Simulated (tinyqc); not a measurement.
Inside a calculation. Method: extended Hueckel theory, for CO+. The parameters take no account of the charge, which enters only through the electron count. Computed by tinyqc, a small Python program that keeps every step (integrals from PySCF). Settings: charge = 1, K = 1.5, weighted = 1, multiplicity = 2. Command: `OMP_NUM_THREADS=1 python tinyqc.py 21706 21707 out.jsonl` (the two numbers bound the seeds that draw the settings). One thread of a shared host (Intel(R) Xeon(R) Processor @ 2.60GHz), about 0.01 s of CPU time with the checks.

## Overlaps

Geometry (angstrom):
```
atom         x         y         z
C     0.000000  0.000000  0.000000
O     0.000000  0.000000  1.258000
```

Parameters chosen for this run:
```
element  shell  Slater exponent   H_ii (eV)
C           2s         1.625000  -21.400000
C           2p         1.625000  -11.400000
O           2s         2.275000  -32.300000
O           2p         2.275000  -14.800000
```

Slater orbitals, each expanded in six Gaussians scaled to its exponent.

overlap S, order 1C 2s, 1C 2px, 1C 2py, 1C 2pz, 2O 2s, 2O 2px, 2O 2py, 2O 2pz:
```
[[1.000000, 0.000000, 0.000000, 0.000000, 0.353374, 0.000000, 0.000000, -0.296345],
 [0.000000, 1.000000, 0.000000, 0.000000, 0.000000, 0.198912, 0.000000, 0.000000],
 [0.000000, 0.000000, 1.000000, 0.000000, 0.000000, 0.000000, 0.198912, 0.000000],
 [0.000000, 0.000000, 0.000000, 1.000000, 0.439866, 0.000000, 0.000000, -0.305507],
 [0.353374, 0.000000, 0.000000, 0.439866, 1.000000, 0.000000, 0.000000, 0.000000],
 [0.000000, 0.198912, 0.000000, 0.000000, 0.000000, 1.000000, 0.000000, 0.000000],
 [0.000000, 0.000000, 0.198912, 0.000000, 0.000000, 0.000000, 1.000000, 0.000000],
 [-0.296345, 0.000000, 0.000000, -0.305507, 0.000000, 0.000000, 0.000000, 1.000000]]
```

## Wolfsberg-Helmholz matrix

diagonal H_ii (eV): [-21.400000, -11.400000, -11.400000, -11.400000, -32.300000, -14.800000, -14.800000, -14.800000]

K = 1.500000

H_ij = K' S_ij (H_ii + H_jj)/2 for i != j (the diagonal keeps H_ii), with K' = K + D^2 + D^4 (1 - K), D = (H_ii - H_jj)/(H_ii + H_jj), K = 1.5.

H (eV), order 1C 2s, 1C 2px, 1C 2py, 1C 2pz, 2O 2s, 2O 2px, 2O 2py, 2O 2pz:
```
[[-21.400000, 0.000000, 0.000000, 0.000000, -14.615020, 0.000000, 0.000000, 8.221107],
 [0.000000, -11.400000, 0.000000, 0.000000, 0.000000, -3.952125, 0.000000, 0.000000],
 [0.000000, 0.000000, -11.400000, 0.000000, 0.000000, 0.000000, -3.952125, 0.000000],
 [0.000000, 0.000000, 0.000000, -11.400000, -16.363556, 0.000000, 0.000000, 6.070034],
 [-14.615020, 0.000000, 0.000000, -16.363556, -32.300000, 0.000000, 0.000000, 0.000000],
 [0.000000, -3.952125, 0.000000, 0.000000, 0.000000, -14.800000, 0.000000, 0.000000],
 [0.000000, 0.000000, -3.952125, 0.000000, 0.000000, 0.000000, -14.800000, 0.000000],
 [8.221107, 0.000000, 0.000000, 6.070034, 0.000000, 0.000000, 0.000000, -14.800000]]
```

## Orbitals

valence electrons = 9

Solve H C = S C e through S^(-1/2); fill by pairs from the bottom, a degenerate level sharing its electrons equally; each orbital has its largest coefficient positive (the first on a tie).

orbital energies (eV): [-33.182232, -19.618403, -15.051455, -15.051455, -13.828957, -10.590857, -10.590857, 11.635752]

occupations: [2.000000, 2.000000, 2.000000, 2.000000, 1.000000, 0.000000, 0.000000, 0.000000]

coefficients, order 1C 2s, 1C 2px, 1C 2py, 1C 2pz, 2O 2s, 2O 2px, 2O 2py, 2O 2pz:
```
[[0.218426, 0.801725, 0.000000, 0.000000, 0.382458, 0.000000, 0.000000, 0.766027],
 [0.000000, 0.000000, 0.215781, 0.110151, 0.000000, -0.230344, 0.964076, 0.000000],
 [0.000000, 0.000000, -0.110151, 0.215781, 0.000000, 0.964076, 0.230344, 0.000000],
 [0.077423, -0.288051, 0.000000, 0.000000, -0.434683, 0.000000, 0.000000, 1.137357],
 [0.870475, -0.310004, 0.000000, 0.000000, 0.040507, 0.000000, 0.000000, -0.882598],
 [0.000000, 0.000000, 0.822274, 0.419750, 0.000000, 0.100993, -0.422695, 0.000000],
 [0.000000, 0.000000, -0.419750, 0.822274, 0.000000, -0.422695, -0.100993, 0.000000],
 [0.036289, -0.395972, 0.000000, 0.000000, 0.797888, 0.000000, 0.000000, 0.752234]]
```

sum of one-electron energies = -179.636049 eV

Within a degenerate level the vectors are fixed only up to a rotation; this is one choice.

## Mulliken analysis

P = C n C^T; charge = valence electrons (C 4, O 6) minus the sum of (P S)_ii on the atom; overlap population = 2 sum P_ij S_ij between two atoms.

charges: [1.471281, -0.471281]

Overlap populations:
```
pair     value
2-1   0.799669
```
